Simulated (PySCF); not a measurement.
C6H8.
Bonds: C1–C2, C2–C3 (double), C3–C4, C4–C5, C5–C6 (double), C2–C6. Hydrogens: H7, H8, H9 on C1; H10 on C3; H11, H12 on C4; H13 on C5; H14 on C6.

The closed-shell ground state was solved at several levels (PySCF, density fitting, gas phase, non-relativistic). Geometry: PBE0-D3(BJ)/def2-SVP; no solvent, vibrations or thermal averaging.

| level | basis functions | total energy (Eh) | HOMO (eV) | LUMO (eV) | gap (eV) | dipole (D) |
| --- | --- | --- | --- | --- | --- | --- |
| PBE0/6-31G* | 100 | -233.1313 | -5.87 | 0.03 | 5.90 | 0.17 |
| LC-wPBE/def2-SVPD | 184 | -233.1069 | -8.80 | 1.87 | 10.67 | 0.17 |
| HF/def2-SVPD | 184 | -231.6709 | -8.22 | 2.78 | 11.00 | 0.09 |
| BHandHLYP/def2-SVPD | 184 | -233.1099 | -7.02 | 0.68 | 7.70 | 0.14 |
| wB97X-D/def2-SVPD | 184 | -233.1821 | -7.99 | 1.40 | 9.39 | 0.17 |
| PBE0/def2-SVP | 124 | -232.9717 | -6.11 | -0.23 | 5.88 | 0.18 |
| LDA/def2-SVPD | 184 | -231.0925 | -5.36 | -1.51 | 3.85 | 0.22 |
| PBE0/def2-SVPD | 184 | -232.9812 | -6.19 | -0.39 | 5.80 | 0.18 |
| CAM-B3LYP/def2-SVPD | 184 | -233.1213 | -7.45 | 0.75 | 8.20 | 0.16 |
| B3LYP/def2-SVPD | 184 | -233.2676 | -5.98 | -0.61 | 5.37 | 0.17 |

(1) What might PBE0/def2-TZVP (234 basis functions) give for the same quantities?

(2) Over all these levels, which gives the widest orbital gap and which the narrowest?

(3) How much does the basis alone move the frontier levels among the 4 PBE0 rows (the withheld one included)?

(4) In the def2-SVPD basis, how does the gap go with the fixed share of exact exchange?

(5) How far do the dipole and the HOMO energy spread over the levels?

## Answers

(1) Total energy -233.2167 Eh, HOMO -6.14 eV, LUMO -0.35 eV, gap 5.79 eV, dipole 0.16 D.

(2) HF/def2-SVPD (Hartree–Fock, all exact exchange) has the widest, 11.00 eV, and LDA/def2-SVPD (LDA) the narrowest, 3.85 eV. The two share the basis. From the narrowest to the widest the HOMO moves by -2.86 eV and the LUMO by +4.29 eV.

(3) The HOMO by 0.32 eV and the LUMO by 0.42 eV. By rising basis size (HOMO, LUMO in eV): 6-31G* -5.87, 0.03; def2-SVP -6.11, -0.23; def2-SVPD -6.19, -0.39; def2-TZVP -6.14, -0.35.

(4) LDA (0 %) 3.85 eV; B3LYP (20 %) 5.37 eV; PBE0 (25 %) 5.80 eV; BHandHLYP (50 %) 7.70 eV; HF (100 %) 11.00 eV. Each rise in the share widens the gap here.

(5) The dipole runs from 0.09 to 0.22 D (mean 0.17 D) and the HOMO from -8.80 to -5.36 eV.

wB97X-D is run here without its empirical dispersion term; that term would change no orbital, density or response property at a fixed geometry.
